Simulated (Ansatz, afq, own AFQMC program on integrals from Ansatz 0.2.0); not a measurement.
## GeH3, doublet: AFQMC among the cluster methods

```xyz
4

Ge    0.0001    0.0000   -0.0373
H     2.9198    0.0337    0.9020
H    -1.4913    2.5134    0.8937
H    -1.4333   -2.5466    0.8945
```

Basis 6-31G. Only valence electrons are correlated. Integrals, coupled cluster, full CI and functionals: Ansatz 0.2.0; the random walks run on the same integrals in our own AFQMC program. ph-AFQMC/CISD is guided by a CISD state made of CCSD amplitudes; releasing the constraint for a short imaginary time cuts its bias at the price of noise, slowly where states lie close. ± is one standard error of the sampling. No spin–orbit coupling.

Determinant: ROHF, the one that the program's search chose, which needn't be the lowest solution. The geometry is a point of a scan.

Full CI on the same integrals is exact in this basis and with this determinant's frozen core.

Cautions: no relativity below Rb; no spin-orbit coupling; inner d shell frozen; a spin-contaminated unrestricted determinant lies lower (UHF 5.06 eV lower, ⟨S²⟩ 2.51); the search met a lower determinant of the same kind, perhaps of another symmetry (1.46 eV lower), and this one is a saddle point; strong correlation (T1 0.109, weight of the determinant 0.43, largest double 0.43); (T) is large, 8 % of the CCSD correlation; (Q) is large, 148 meV, so the cluster series hasn't closed; CCSD(T) is in doubt: in a space of 7 electrons in 8 natural orbitals full CI lies 609 meV above it; the CCSDT(Q) amplitudes may be one of several solutions (largest double 0.37); the CCSDTQ amplitudes may be one of several solutions (largest double 0.33); the released energies have errors that jump between times, so the bars are unsure, so no released level is given (meV from the phaseless value at times in 1/Eh: -11 ± 10 at 0.24, -58 ± 38 at 0.51, -49 ± 7 at 0.99, -93 ± 12 at 1.62, -386 ± 283 at 2.40); the ph-AFQMC/CISD walk drifts between its halves (2.9 errors).

```
T1 diagnostic                               : 0.1087
weight of the determinant in the CISD state : 0.431
size of the correlated space                : 7 electrons in 21 orbitals
```

```json
{"level": "MP2", "correlation energy (eV)": "-3.5119"}
{"level": "CCSD", "correlation energy (eV)": "-6.4033"}
{"level": "CCSD(T)", "correlation energy (eV)": "-6.9004"}
```

Task: Estimate where phaseless AFQMC with the Hartree–Fock trial lies against CCSD(T) on the same integrals.

Result: 88.54 ± 1.59 mEh above CCSD(T).

Reference: full CI, correlation energy -6.320 eV. The cautions show a poor starting determinant, so the rows tell how each method copes with it here, and full CI is the sure value.

```json
{"level": "CCSD(T)", "E − E(reference) (mEh)": "-21.31", "share of correlation (%)": "109.18"}
{"level": "CCSDT", "E − E(reference) (mEh)": "-3.90", "share of correlation (%)": "101.68"}
{"level": "CCSDT(Q)", "E − E(reference) (mEh)": "1.54", "share of correlation (%)": "99.34"}
{"level": "CCSDTQ", "E − E(reference) (mEh)": "-0.09", "share of correlation (%)": "100.04"}
{"level": "ph-AFQMC/HF", "E − E(reference) (mEh)": "67.23 ± 1.59", "share of correlation (%)": "71.06"}
{"level": "ph-AFQMC/CISD", "E − E(reference) (mEh)": "9.90 ± 0.25", "share of correlation (%)": "95.74"}
```

CCSDT and higher add their correlation energy to the determinant of the CCSD(T) run, since their own runs factorise the integrals more tightly (a shift of under 2 meV). A walk keeps the symmetry of its determinant, which the program's search chose and which needn't be the lowest solution, so a lower state of the same spin and another symmetry isn't excluded.
